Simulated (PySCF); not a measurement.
H: electron affinity

H⁻ 1s2 (1S) → H 1s1 (2S), as a difference of total energies. Computed with PySCF 2.14 in dyall-acv3z (10s3p2d, 29 functions), with no relativity, point nucleus. Correlated levels: valence: nothing frozen; virtual orbitals above 40 to 60 times the deepest correlated orbital energy dropped. The calculations carry no spin-orbit coupling.

| method | electron affinity (eV) |
| --- | --- |
| UHF | -0.329 |
| LDA | 0.939 |
| PBE | 0.719 |
| PBE0 | 0.621 |
| r2SCAN | 0.722 |
| TPSSh | 0.780 |
| PW91 | 0.749 |
| HSE06 | 0.622 |
| wB97M-V | 0.781 |
| MP2 (valence) | 0.446 |
| SCS-MP2 (valence) | 0.601 |

Errors of the correlated levels include the incompleteness of this basis.

A negative affinity means that the anion lies above the atom at that level of theory.

In the anion the highest occupied orbital energy is positive at LDA, PBE, PBE0, r2SCAN, TPSSh, PW91, HSE06, a self-interaction effect; the basis confines that electron, and the energy difference can still be sensible.

For comparison: 0.754 eV (measured; photodetachment measurements, as compiled on the Wikipedia data page of electron affinities).
